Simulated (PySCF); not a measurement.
## Relaxation of doublet S₃⁺

Level of theory: PySCF, UPBE0, basis S def2-TZVP (no relativity, density fitting). A (50,194) grid was used.

A hand-made bent start, of C2v symmetry, held to at least that symmetry:

```xyz
3
charge 1 multiplicity 2, angstrom
S     0.0000    0.0000   -0.7045
S     1.5092    0.0000    0.3523
S    -1.5092    0.0000    0.3523
```

Optimiser trace:
```json
{"step": "0", "E − E(last) (kJ/mol)": "23.44", "largest gradient (Eh/bohr)": "0.06990"}
{"step": "1", "E − E(last) (kJ/mol)": "2.09", "largest gradient (Eh/bohr)": "0.01148"}
{"step": "2", "E − E(last) (kJ/mol)": "0.53", "largest gradient (Eh/bohr)": "0.00512"}
{"step": "3", "E − E(last) (kJ/mol)": "0.00", "largest gradient (Eh/bohr)": "0.00084"}
{"step": "4", "E − E(last) (kJ/mol)": "0.00", "largest gradient (Eh/bohr)": "0.00007"}
```

It ends at C2v with S–S 1.912 Å (×2); S–S–S 99.9°. A frequency run shows a minimum. Other isomers or separated fragments may lie lower.

Final geometry:
Z-matrix (Å, degrees; charge 1 multiplicity 2):
```
S
S  1 1.9118
S  1 1.9118 2 99.92
```

The relaxation took of the order of 24 core-seconds on a shared host.
